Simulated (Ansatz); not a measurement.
A displaced shape of singlet CH₂O₂:

```yaml
atoms:
  - { symbol: C, position_ang: [-0.0126, -0.3799, -0.0539] }
  - { symbol: O, position_ang: [-0.0030, -0.3736, 1.0519] }
  - { symbol: O, position_ang: [-0.0154, 0.6585, -0.9479] }
  - { symbol: H, position_ang: [-0.0200, -1.2939, -0.6848] }
  - { symbol: H, position_ang: [-0.0399, 1.4150, -0.3451] }
```

It was optimised with PBE0/def2-SVP in Ansatz (development build ahead of 0.2.0) to forces under 0.001 eV/Å, with restricted orbitals. Each step stands on the lowest determinant of that kind that the program's search found.

**Question.** What shape does it relax to, and how does the optimisation go?

**Answer.**

```xyz
5

C    -0.0147   -0.3987   -0.1030
O    -0.0060   -0.3490    1.0918
O    -0.0281    0.6575   -0.9141
H    -0.0129   -1.3325   -0.7039
H    -0.0292    1.4488   -0.3505
```

Bond lengths: C1–O2 1.196 Å, C1–O3 1.332 Å, C1–H4 1.110 Å, O3–H5 0.972 Å. Angles: O2–C1–O3 125.1°, O2–C1–H4 125.1°, O3–C1–H4 109.7°, C1–O3–H5 107.0°.

```
step  E − E(start) (eV)  largest force (eV/Å)
   1             0.0000               11.7478
   2            -0.4846                1.7843
   3            -0.5177                0.6100
   4            -0.4802                1.2328
   5            -0.5248                0.1153
   6            -0.5251                0.0560
   7            -0.5251                0.0189
   8            -0.5251                0.0049
   9            -0.5251                0.0011
  10            -0.5251                0.0004
```

The optimisation ended after 10 steps with its threshold met.
